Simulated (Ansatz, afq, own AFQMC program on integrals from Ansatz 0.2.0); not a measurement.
# SnH4, singlet: AFQMC among the cluster methods

```yaml
atoms:
  - { symbol: Sn, position_ang: [0.0000, 0.0000, 0.0000] }
  - { symbol: H, position_ang: [0.9788, 0.9872, 0.9851] }
  - { symbol: H, position_ang: [-0.9890, -0.9799, 0.9822] }
  - { symbol: H, position_ang: [-0.9784, 0.9802, -0.9924] }
  - { symbol: H, position_ang: [0.9886, -0.9875, -0.9749] }
```

Basis def2-SVP with its core potentials. Noble-gas cores (and the filled d shells of Ga–Kr and In–Xe) are frozen. Integrals, coupled cluster, full CI and functionals: Ansatz 0.2.0; the random walks run on the same integrals in our own AFQMC program. ph-AFQMC/CISD is guided by a CISD state made of CCSD amplitudes; releasing the constraint for a short imaginary time cuts its bias at the price of noise, slowly where states lie close. Free projection: walkers drawn from exp(T), propagated without any constraint. Its projection time is finite, and what remains of the start isn't in its error. ± is one standard error of the sampling. No spin–orbit coupling.

Determinant: RHF, the one that the program's search chose, which needn't be the lowest solution. The geometry is a point of a scan.

No full CI on the walks' own integrals is used here; CCSDT(Q) serves as the reference and is uncertain by about the last step of the cluster series.

Cautions: no spin-orbit coupling; inner d shell frozen; the released energies move by 1.5 errors or more from one time to the next, so no released level is given (meV from the phaseless value at times in 1/Eh: -9 ± 5 at 0.24, -6 ± 4 at 0.51, -8 ± 3 at 0.99, -6 ± 4 at 1.62, -14 ± 4 at 2.40).

```
T1 diagnostic                               : 0.0101
weight of the determinant in the CISD state : 0.921
size of the correlated space                : 8 electrons in 37 orbitals
```

Reference: CCSDT(Q), correlation energy -3.630 eV.

| level | E − E(reference) (mEh) | share of correlation (%) |
| --- | --- | --- |
| HF | 133.39 | 0.00 |
| MP2 | 31.67 | 76.26 |
| CCSD | 2.70 | 97.97 |
| CCSD(T) | 0.62 | 99.54 |
| CCSDT | 0.05 | 99.96 |
| ph-AFQMC/HF | -0.17 ± 0.96 | 100.13 |
| ph-AFQMC/CISD | 0.20 ± 0.16 | 99.85 |
| free AFQMC | -0.09 ± 0.30 | 100.07 |

Free projections are given only where their last times agree within the noise and don't stop above the reference; a slow remainder of the start can still hide under it. A walk keeps the symmetry of its determinant, which the program's search chose and which needn't be the lowest solution, so a lower state of the same spin and another symmetry isn't excluded.
